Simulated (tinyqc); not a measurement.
Worked calculation: MP2 on RHF in the sto-3g basis, for HF, spin multiplicity 1. Computed by tinyqc, a small Python program that keeps every step (integrals from PySCF). Settings: charge = 0, multiplicity = 1, basis = sto-3g, method = RHF, energy threshold = 1e-10, iteration cap = 86, orthogonalisation = canonical, start = atomic densities, DIIS depth = 6. Command: `OMP_NUM_THREADS=1 python tinyqc.py 28871 28872 out.jsonl` (the two numbers bound the seeds that draw the settings). One thread of a shared host (Intel(R) Xeon(R) Processor @ 2.60GHz), about 0.1 s of CPU time with the checks. The early iterations of the SCF are left out here.

## One-electron integrals

Geometry (angstrom):
```
atom       x       y       z
F     0.0000  0.0000  0.0000
H     0.0000  0.0000  1.0370
```

Basis sto-3g: exponents (1/bohr^2) and contraction coefficients of normalised primitives:
```
element  l (shell)  exponent  coefficient
F            s (1)  166.6791       0.1543
F            s (1)   30.3608       0.5353
F            s (1)    8.2168       0.4446
F            s (2)    6.4648      -0.1000
F            s (2)    1.5023       0.3995
F            s (2)    0.4886       0.7001
F            p (3)    6.4648       0.1559
F            p (3)    1.5023       0.6077
F            p (3)    0.4886       0.3920
H            s (1)    3.4253       0.1543
H            s (1)    0.6239       0.5353
H            s (1)    0.1689       0.4446
```

Overlap, kinetic and nuclear-attraction integrals over the contracted functions; the nuclear repulsion is the sum of Za Zb / Rab.

nuclear repulsion = 4.592666 hartree

overlap S, lower triangle:
```
         1F 1s   1F 2s  1F 2px  1F 2py  1F 2pz   2H 1s
1F 1s   1.0000
1F 2s   0.2380  1.0000
1F 2px  0.0000  0.0000  1.0000
1F 2py  0.0000  0.0000  0.0000  1.0000
1F 2pz  0.0000  0.0000  0.0000  0.0000  1.0000
2H 1s   0.0371  0.3725  0.0000  0.0000  0.3060  1.0000
```

kinetic energy T (hartree), lower triangle:
```
          1F 1s   1F 2s  1F 2px  1F 2py  1F 2pz   2H 1s
1F 1s   36.9846
1F 2s   -0.2129  1.0380
1F 2px   0.0000  0.0000  3.2480
1F 2py   0.0000  0.0000  0.0000  3.2480
1F 2pz   0.0000  0.0000  0.0000  0.0000  3.2480
2H 1s   -0.0061  0.0733  0.0000  0.0000  0.1889  0.7600
```

nuclear attraction V (hartree), lower triangle:
```
           1F 1s     1F 2s    1F 2px    1F 2py    1F 2pz    2H 1s
1F 1s   -77.5199
1F 2s    -9.2983  -12.0499
1F 2px    0.0000    0.0000  -11.9285
1F 2py    0.0000    0.0000    0.0000  -11.9285
1F 2pz   -0.0118   -0.1443    0.0000    0.0000  -12.0146
2H 1s    -1.4899   -3.3646    0.0000    0.0000   -2.4248  -5.6972
```

core Hamiltonian H = T + V (hartree), lower triangle:
```
           1F 1s     1F 2s   1F 2px   1F 2py   1F 2pz    2H 1s
1F 1s   -40.5353
1F 2s    -9.5111  -11.0119
1F 2px    0.0000    0.0000  -8.6805
1F 2py    0.0000    0.0000   0.0000  -8.6805
1F 2pz   -0.0118   -0.1443   0.0000   0.0000  -8.7665
2H 1s    -1.4959   -3.2913   0.0000   0.0000  -2.2359  -4.9372
```

## Two-electron integrals

Functions are numbered as in S; the eight-fold symmetry (ij|kl) = (ji|kl) = (kl|ij) leaves the list below.

Two-electron integrals (ij|kl) in chemists' order, unique and non-zero (hartree):
```
(11|11) 5.4035   (21|11) 0.8419   (21|21) 0.1563   (22|11) 1.2680
(22|21) 0.2923   (22|22) 0.9262   (31|31) 0.0280   (32|31) 0.0432
(32|32) 0.2046   (33|11) 1.2645   (33|21) 0.2924   (33|22) 0.9260
(33|33) 0.9975   (41|41) 0.0280   (42|41) 0.0432   (42|42) 0.2046
(43|43) 0.0538   (44|11) 1.2645   (44|21) 0.2924   (44|22) 0.9260
(44|33) 0.8900   (44|44) 0.9975   (51|51) 0.0280   (52|51) 0.0432
(52|52) 0.2046   (53|53) 0.0538   (54|54) 0.0538   (55|11) 1.2645
(55|21) 0.2924   (55|22) 0.9260   (55|33) 0.8900   (55|44) 0.8900
(55|55) 0.9975   (61|11) 0.1332   (61|21) 0.0245   (61|22) 0.0456
(61|33) 0.0455   (61|44) 0.0455   (61|51) 0.0010   (61|52) 0.0019
(61|55) 0.0457   (61|61) 0.0039   (62|11) 0.3393   (62|21) 0.0793
(62|22) 0.2804   (62|33) 0.2763   (62|44) 0.2763   (62|51) 0.0054
(62|52) 0.0423   (62|55) 0.2884   (62|61) 0.0126   (62|62) 0.1047
(63|31) 0.0083   (63|32) 0.0491   (63|53) 0.0089   (63|63) 0.0155
(64|41) 0.0083   (64|42) 0.0491   (64|54) 0.0089   (64|64) 0.0155
(65|11) 0.2317   (65|21) 0.0548   (65|22) 0.2076   (65|33) 0.1987
(65|44) 0.1987   (65|51) 0.0115   (65|52) 0.0788   (65|55) 0.2251
(65|61) 0.0091   (65|62) 0.0951   (65|65) 0.1012   (66|11) 0.4963
(66|21) 0.1179   (66|22) 0.4811   (66|33) 0.4647   (66|44) 0.4647
(66|51) 0.0100   (66|52) 0.1108   (66|55) 0.5133   (66|61) 0.0189
(66|62) 0.2310   (66|65) 0.2438   (66|66) 0.7746
```

## Orthogonalisation

S = U s U^T; canonical form X = U s^(-1/2), so that X^T S X = 1. Each column of U has its largest component positive (the first on a tie).

eigenvalues of S: 0.4932  0.8461  1.0000  1.0000  1.1276  1.5330

X:
```
              1        2       3        4        5       6
1F 1s    0.3280   0.7459  0.0000   0.0000  -0.5813  0.2491
1F 2s   -0.8450  -0.4361  0.0000   0.0000  -0.3509  0.4765
1F 2px   0.0000   0.0000  0.1398   0.9902   0.0000  0.0000
1F 2py   0.0000   0.0000  0.9902  -0.1398   0.0000  0.0000
1F 2pz  -0.5677   0.5894  0.0000   0.0000   0.6023  0.3001
2H 1s    0.9400  -0.2964  0.0000   0.0000   0.2512  0.5226
```

Within a degenerate level the vectors are fixed only up to a rotation; this is one choice.

## Iteration 7 (converged): orbitals

converged F (hartree), lower triangle:
```
           1F 1s    1F 2s   1F 2px   1F 2py   1F 2pz    2H 1s
1F 1s   -25.9014
1F 2s    -6.6236  -3.0311
1F 2px    0.0000   0.0000  -0.4621
1F 2py    0.0000   0.0000   0.0000  -0.4621
1F 2pz   -0.0204  -0.0625   0.0000   0.0000  -0.2942
2H 1s    -1.0515  -0.9307   0.0000   0.0000  -0.5219  -0.4520
```

Diagonalise F' = X^T F X, C = X C', fill 5 alpha and 5 beta electrons from the bottom; D = 2 C_occ C_occ^T. Each column has its largest component positive (the first on a tie).

F' = X^T F X (hartree), lower triangle:
```
         1         2        3        4         5        6
1  -0.4385
2  -2.9504  -10.4003
3   0.0000    0.0000  -0.4621
4   0.0000    0.0000   0.0000  -0.4621
5   2.3220   10.4204   0.0000   0.0000  -11.6073
6  -1.0998   -5.9204   0.0000   0.0000    6.6571  -4.9406
```

orbital energies (hartree): MO1 -25.9110, MO2 -1.4409, MO3 -0.5484, MO4 -0.4621, MO5 -0.4621, MO6 0.5135

coefficients C:
```
            MO1      MO2      MO3      MO4     MO5      MO6
1F 1s    0.9948  -0.2535   0.0695   0.0000  0.0000   0.0718
1F 2s    0.0216   0.9658  -0.3621   0.0000  0.0000  -0.4360
1F 2px   0.0000   0.0000   0.0000  -0.0406  0.9992   0.0000
1F 2py   0.0000   0.0000   0.0000   0.9992  0.0406   0.0000
1F 2pz   0.0022   0.0575   0.6916   0.0000  0.0000  -0.8005
2H 1s   -0.0045   0.1337   0.5563   0.0000  0.0000   0.9901
```

D after iteration 7, lower triangle:
```
          1F 1s    1F 2s  1F 2px  1F 2py  1F 2pz   2H 1s
1F 1s    2.1176
1F 2s   -0.4970   2.1285
1F 2px   0.0000   0.0000  2.0000
1F 2py   0.0000   0.0000  0.0000  2.0000
1F 2pz   0.0713  -0.3896  0.0000  0.0000  0.9633
2H 1s    0.0006  -0.1448  0.0000  0.0000  0.7848  0.6547
```

Within a degenerate level the vectors are fixed only up to a rotation; this is one choice.

## Convergence

Stop when the energy changes by less than 1e-10 hartree and every element of the error matrix X^T (F D S - S D F) X is below 3e-06.

Course of the cycle:
```
iteration  E (hartree)     change  largest element of the error matrix
1           -99.305341          -                             8.57e-01
2           -98.523566   7.82e-01                             1.97e-01
3           -98.564854  -4.13e-02                             2.60e-02
4           -98.565468  -6.14e-04                             4.05e-03
5           -98.565475  -7.78e-06                             6.29e-05
6           -98.565475  -2.08e-09                             9.19e-07
7           -98.565475  -1.15e-12                             7.11e-09
```

PySCF RHF in the same basis = -98.565475 hartree

Converged in 7 iterations.

## Integrals over molecular orbitals

(pq|rs) = sum C_ip C_jq C_kr C_ls (ij|kl), one index at a time.

one-electron integrals over orbitals h = C^T H C (hartree), lower triangle:
```
          1        2        3        4        5        6
1  -40.5175
2    0.7110  -9.1345
3   -0.1856   0.5558  -7.3209
4    0.0000   0.0000   0.0000  -8.6805
5    0.0000   0.0000   0.0000   0.0000  -8.6805
6   -0.1960   1.0450   2.0109   0.0000   0.0000  -6.0908
```

Two-electron integrals over orbitals (pq|rs), unique and non-zero (hartree):
```
(11|11) 5.3633    (21|11) -0.5116   (21|21) 0.0771    (22|11) 1.2121
(22|21) -0.0210   (22|22) 0.8601    (31|11) 0.1397    (31|21) -0.0197
(31|22) 0.0106    (31|31) 0.0208    (32|11) -0.1401   (32|21) 0.0074
(32|22) -0.0329   (32|31) 0.0208    (32|32) 0.1516    (33|11) 0.9600
(33|21) -0.0099   (33|22) 0.7346    (33|31) -0.0041   (33|32) -0.0348
(33|33) 0.7321    (41|41) 0.0296    (42|41) 0.0395    (42|42) 0.1842
(43|41) -0.0099   (43|42) -0.0378   (43|43) 0.0430    (44|11) 1.2640
(44|21) -0.0147   (44|22) 0.8843    (44|31) 0.0041    (44|32) -0.0758
(44|33) 0.7274    (44|44) 0.9975    (51|51) 0.0296    (52|51) 0.0395
(52|52) 0.1842    (53|51) -0.0099   (53|52) -0.0378   (53|53) 0.0430
(54|54) 0.0538    (55|11) 1.2640    (55|21) -0.0147   (55|22) 0.8843
(55|31) 0.0041    (55|32) -0.0758   (55|33) 0.7274    (55|44) 0.8900
(55|55) 0.9975    (61|11) 0.1454    (61|21) -0.0235   (61|22) 0.0014
(61|31) -0.0100   (61|32) -0.0246   (61|33) 0.0098    (61|44) 0.0041
(61|55) 0.0041    (61|61) 0.0235    (62|11) -0.2124   (62|21) 0.0050
(62|22) -0.1148   (62|31) -0.0201   (62|32) -0.0579   (62|33) -0.0304
(62|44) -0.1127   (62|55) -0.1127   (62|61) 0.0171    (62|62) 0.0942
(63|11) -0.3807   (63|21) 0.0065    (63|22) -0.1916   (63|31) 0.0020
(63|32) 0.0926    (63|33) -0.1127   (63|44) -0.2143   (63|55) -0.2143
(63|61) -0.0060   (63|62) 0.0505    (63|63) 0.1966    (64|41) -0.0094
(64|42) -0.0377   (64|43) -0.0177   (64|64) 0.0306    (65|51) -0.0094
(65|52) -0.0377   (65|53) -0.0177   (65|65) 0.0306    (66|11) 0.8716
(66|21) -0.0091   (66|22) 0.6669    (66|31) 0.0138    (66|32) 0.0623
(66|33) 0.6655    (66|44) 0.6430    (66|55) 0.6430    (66|61) -0.0090
(66|62) -0.0631   (66|63) -0.0185   (66|66) 0.7029
```

## Second-order Moller-Plesset energy

Hartree-Fock energy = -98.565475 hartree

E2 = sum_ijab (ia|jb) [2 (ia|jb) - (ib|ja)] / (e_i + e_j - e_a - e_b) over occupied i, j and virtual a, b; the opposite-spin part is (ia|jb)^2 / denominator, the rest is same-spin, and SCS-MP2 scales them by 6/5 and 1/3.

Terms:
```
i  j  a  b  (ia|jb)  (ib|ja)  denominator       term
3  3  6  6   0.1966   0.1966      -2.1238    -0.0182
2  2  6  6   0.0942   0.0942      -3.9087    -0.0023
2  3  6  6   0.0505   0.0505      -3.0163    -0.0008
3  2  6  6   0.0505   0.0505      -3.0163    -0.0008
5  5  6  6   0.0306   0.0306      -1.9512  -4.81e-04
4  4  6  6   0.0306   0.0306      -1.9512  -4.81e-04
1  1  6  6   0.0235   0.0235     -52.8490  -1.05e-05
2  1  6  6   0.0171   0.0171     -28.3788  -1.03e-05
1  2  6  6   0.0171   0.0171     -28.3788  -1.03e-05
1  3  6  6  -0.0060  -0.0060     -27.4864  -1.30e-06
3  1  6  6  -0.0060  -0.0060     -27.4864  -1.30e-06
```

Pair energies (hartree; pair i-j sums ij and ji):
```
pair  opposite spin  same spin
1-1       -1.05e-05     0.0000
2-1       -2.05e-05     0.0000
2-2         -0.0023     0.0000
3-1       -2.60e-06     0.0000
3-2         -0.0017     0.0000
3-3         -0.0182     0.0000
4-4       -4.81e-04     0.0000
5-5       -4.81e-04     0.0000
```

MP2 correlation energy = -0.023167 hartree

SCS-MP2 correlation energy = -0.027800 hartree

MP2 total energy = -98.588642 hartree
